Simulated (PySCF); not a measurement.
Task: Write Cartesian coordinates for `C(/Cl)=C\[O-]` as optimised with PBE0-D3(BJ)/def2-TZVP. (Charge -1.)

Result: 
```xyz
6
C2H2ClO angstrom
O     -1.1762    0.3733   -0.2048
C     -0.0772   -0.2250   -0.3146
C      1.1831    0.3180   -0.3700
Cl     2.6078   -0.7185   -0.5272
H     -0.0703   -1.3444   -0.3795
H      1.4175    1.3721   -0.3252
```

Orientation and origin are arbitrary. Atoms count from 1 in this order. C2 (vinylic carbon bearing oxygen) is planar (angles 128.2°, 119.1° and 112.7°, sum 360.0°, 0.00 Å off the plane of its three neighbours). The 4 heavy atoms lie in one plane (0.000 Å rms). C3 (carbon bonded to C, Cl and H) is planar (angles 125.7°, 120.7° and 113.6°, sum 360.0°, 0.00 Å off the plane of its three neighbours).

Bonds between heavy atoms (Å): O1–C2 1.256, C2=C3 1.373, C3–Cl4 1.769.

Method used: PBE0-D3(BJ)/def2-TZVP geometry optimisation, gas phase (PySCF 2.14.0).

Point group: Cs (tolerance 0.08 Å). Stationary, but not proved a minimum. Geometry: PBE0-D3(BJ)/def2-TZVP; no solvent, vibrations or thermal averaging.
